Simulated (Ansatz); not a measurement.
`NC1(F)C=C1` + H₂ → `NC1C=C1` + H–F at 500 K and 1 bar (hydrogenolysis of a C–F bond).

Calculated with Ansatz (gas phase, PBE0-D4/def2-TZVP geometries, no zero-point term in ΔE). CCSD(T)/CBS is the MP2 limit (def2-TZVPP, def2-QZVPP) plus CCSD(T) − MP2 in def2-TZVPP, frozen cores. This one scheme is used for every species. Each species was taken in one conformer, which may not be the lowest.

```json
{"species": "`NC1(F)C=C1`", "CCSD(T)/CBS energy (Eh)": "-270.96116", "H − E (kJ/mol)": "209.4", "S (J/(mol·K))": "345.2"}
{"species": "H₂", "CCSD(T)/CBS energy (Eh)": "-1.17544", "H − E (kJ/mol)": "41.0", "S (J/(mol·K))": "145.5"}
{"species": "`NC1C=C1`", "CCSD(T)/CBS energy (Eh)": "-171.76334", "H − E (kJ/mol)": "225.8", "S (J/(mol·K))": "323.4"}
{"species": "H–F", "CCSD(T)/CBS energy (Eh)": "-100.39570", "H − E (kJ/mol)": "39.4", "S (J/(mol·K))": "188.7"}
```

H − E and S are ideal-gas, rigid-rotor, harmonic terms from PBE0-D4/def2-TZVP, for one conformer and one mirror image of each species. The MP2-based limit puts H₂ 0.8 mEh under its directly extrapolated value; such offsets cancel only in part. 1 Eh = 2625.50 kJ/mol, R = 8.31446 J/(mol·K).

Task: By hand: ΔE, ΔH, ΔS and ΔG.

Result: ΔE = (-171.76334) + (-100.39570) − (-270.96116) − (-1.17544) = -0.02244 Eh = -58.9 kJ/mol. Δ(H − E) = 225.8 + 39.4 − 209.4 − 41.0 = 14.8, so ΔH = -44.1 kJ/mol. ΔS = 323.4 + 188.7 − 345.2 − 145.5 = 21.4 J/(mol·K). ΔG = -44.1 − 500 × (21.4)/1000 = -54.8 kJ/mol.

Task: By hand: the equilibrium constant, and the temperature at which ΔG would vanish if ΔH and ΔS stayed fixed.

Result: log₁₀ K = −ΔG/(RT ln 10) = 5.7. ΔH and −TΔS have one sign here, so there is no such temperature.

ΔH outweighs TΔS. A doubt of 5 kJ/mol in ΔE shifts log₁₀ K by 0.5 here. Other conformers and mirror images would add mixing entropy, several J/(mol·K) or more a flexible species. These are equilibria of isolated gas molecules and say nothing of rates. Largest T1 diagnostic: 0.011 (customary marks: 0.02 for closed shells, 0.045 for open ones).
